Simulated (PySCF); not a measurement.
## Static response to an electric field

Compound: C2H2F2S.
Atom-mapped SMILES: `[F:1][C@@H:2]1[S:3][C@@H:4]1[F:5]` (hydrogens: H6 on C2; H7 on C4)

Cartesian coordinates in Å at the GFN2-xTB level; atoms count from 1:
```xyz
7
C2H2F2S angstrom
F     -1.161   -0.923   -1.006
C     -0.741   -0.073   -0.053
S     -0.039    1.502   -0.575
C      0.721    0.058    0.189
F      1.561   -0.680   -0.556
H     -1.443   -0.053    0.776
H      1.106    0.175    1.198
```

Level: PBE0/def2-SVPD (PySCF), static field, nuclei fixed, core orbitals frozen in the response. The polarisability tensor in these axes (au):

```
x   43.21 -0.25  0.76
y   -0.25 51.35 -2.81
z    0.76 -2.81 40.25
```

**Question.** Diagonalise the tensor; give its mean and Δα, where Δα² is half the sum of the squared differences of the eigenvalues.

**Answer.** Principal values 39.45, 43.31 and 52.04 au; mean 44.93 au = 6.66 Å³ = 7.41 × 10⁻⁴⁰ C²·m²/J; Δα = 11.16 au (25 % of the mean).

**Question.** What is the dipole moment, and where does it point?

**Answer.** (-0.44, 0.51, 2.39) D, 2.49 D in size, pointing from the negative to the positive side. Measured along this direction, the outermost atoms are F1 and F5 at the negative end and H7 and H6 at the positive end.

**Question.** Directions of the eigenvectors, and the extent of the frame along each?

**Answer.** Largest value along (-0.05, 0.97, -0.23), where the nuclei span 2.20 Å; middle along (0.98, 0.09, 0.16), 2.77 Å; least along (-0.18, 0.22, 0.96), 1.95 Å. The strongest response doesn't lie along the longest of the three spans.

**Question.** Sum over states: ᾱ = Σ f/ω², ω in Eh. What share falls to these 8 lowest TDDFT singlets (eV, f)? 5.43, 0.0000; 6.86, 0.0398; 7.09, 0.0134; 7.39, 0.0348; 7.56, 0.0428; 7.94, 0.0129; 8.20, 0.0088; 8.29, 0.0169.

**Answer.** They add up to 2.28 au, 5.1 % of the 44.93 au; the largest single term is 0.63 au, from the state at 6.86 eV. Terms in order: 0.00, 0.63, 0.20, 0.47, 0.56, 0.15, 0.10, 0.18 au. Higher excitations give the rest. The strengths listed sum to 0.169.

**Question.** What molar refraction does this α imply?

**Answer.** Lorentz–Lorenz: R = (4π/3)N_A α = 2.5225 cm³/(mol·Å³) × 6.66 Å³ = 16.8 cm³/mol, in the limit of long wavelengths.

**Question.** Find the Langevin capture rate constant for NO+ (29.998 u) meeting this molecule (95.985 u), k = 2.342 × 10⁻⁹ cm³/s × √(α in Å³ / reduced mass in u).

**Answer.** The reduced mass is 22.86 u, so k = 1.26 × 10⁻⁹ cm³/s. The formula leaves out the permanent dipole, which adds to the capture rate.

Isolated species at its GFN2-xTB geometry, gas phase.

The run behind these numbers computed excited states as well. Hardware: one thread of an Intel Xeon 6975P-C, on a shared host. Cost: 5.7 s, 0.52 GiB resident at most.
